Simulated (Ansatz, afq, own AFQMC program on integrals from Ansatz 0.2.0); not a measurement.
## GaH3Se, singlet in cc-pVDZ, levels against CCSDT(Q)

```yaml
atoms:
  - { symbol: Ga, position_ang: [0.0000, 0.0298, 1.9915] }
  - { symbol: Se, position_ang: [0.0000, -0.0451, -1.8028] }
  - { symbol: H, position_ang: [0.0000, 1.4168, 2.7061] }
  - { symbol: H, position_ang: [0.0000, -1.3693, 2.6820] }
  - { symbol: H, position_ang: [0.0000, 1.4181, -1.9245] }
```

Connectivity, by distances: GaH2 ··· SeH.

Basis cc-pVDZ. Only valence electrons are correlated. AFQMC by an in-house program on the Cholesky factors that Ansatz 0.2.0 writes for its CCSD(T) run. ph-AFQMC/CISD is guided by a CISD state made of CCSD amplitudes; releasing the constraint for a short imaginary time cuts its bias at the price of noise, slowly where states lie close. Uncertainties: one standard error, sampling alone. No spin–orbit coupling.

Determinant: RHF, the one that the program's search chose, which needn't be the lowest solution. The geometry is a point of a scan.

No full CI on the walks' own integrals is used here; CCSDT(Q) serves as the reference and is uncertain by about the last step of the cluster series.

Cautions: no relativity below Rb; no spin-orbit coupling; inner d shell frozen; higher spins were not checked; restricted determinant unstable towards unrestricted (UHF 739 meV lower, ⟨S²⟩ 0.82); strong correlation (T1 0.036, weight of the determinant 0.81, largest double 0.28).

The T1 diagnostic is 0.0358. The weight of the determinant in the CISD state is 0.810. The size of the correlated space is 12 electrons in 41 orbitals.

```json
{"level": "MP2", "correlation energy (eV)": "-5.1512"}
{"level": "CCSD", "correlation energy (eV)": "-6.2336"}
{"level": "CCSD(T)", "correlation energy (eV)": "-6.4953"}
```

Task: Estimate where phaseless AFQMC with a CISD trial lies against CCSD(T) on the same integrals.

Result: 5.3 ± 2.2 kJ/mol below CCSD(T).

Reference: CCSDT(Q), correlation energy -6.569 eV. The released energy is read at 2.40 1/Eh (meV from the phaseless value at times in 1/Eh: -2 ± 21 at 0.24, -25 ± 20 at 0.51, 16 ± 18 at 0.99, 10 ± 26 at 1.62, 6 ± 28 at 2.40).

```
         level  E − E(reference) (kJ/mol)  share of correlation (%)
       CCSD(T)                        7.1                     98.88
         CCSDT                        3.2                     99.49
 ph-AFQMC/CISD                  1.8 ± 2.2                     99.72
released AFQMC                  2.4 ± 2.7                     99.63
```

A walk keeps the symmetry of its determinant, which the program's search chose and which needn't be the lowest solution, so a lower state of the same spin and another symmetry isn't excluded. Released energies are given only where the last usable release times agree within the noise; a slower fall can still hide under it.
